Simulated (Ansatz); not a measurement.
Na3Sb (P6₃/mmc, No. 194), treated with G0W0@PBEsol (plane waves, hard PAW, contour deformation; Ansatz, a program for electronic structure).

The cell has the measured lattice parameters. Conventional cell: a = 5.3550 Å, b = 5.3550 Å, c = 9.4960 Å, α = 90.00°, β = 90.00°, γ = 120.00°.

The quasiparticle gap at Γ at a fixed k mesh 3×3×1:

| response cutoff | value (eV) |
|---|---|
| 105 eV, 1058 empty bands | 0.823 |
| 140 eV, 1630 empty bands | 0.834 |
| 175 eV, 2277 empty bands | 0.842 |
| 210 eV, 2994 empty bands | 0.846 |

Task: Taking the value to converge with the response cutoff E as E^(−3/2), extrapolate from the last two rows.

Result: With y = y∞ + c/w and weights w = 2315 and 3043 for the last two rows, y∞ = (w2 y2 − w1 y1)/(w2 − w1) = (3043 × 0.846 − 2315 × 0.842)/728 = 0.859 eV, which lies 0.013 beyond the last row. Successive pairs of rows give 0.854, 0.862, 0.859. The limit also hangs on the law assumed, so its last digits aren't firm.

The other settings are not extrapolated, so this is the limit in one setting alone.

Spin–orbit coupling is not included; with these elements it can move the gap by several tenths of an eV or more.
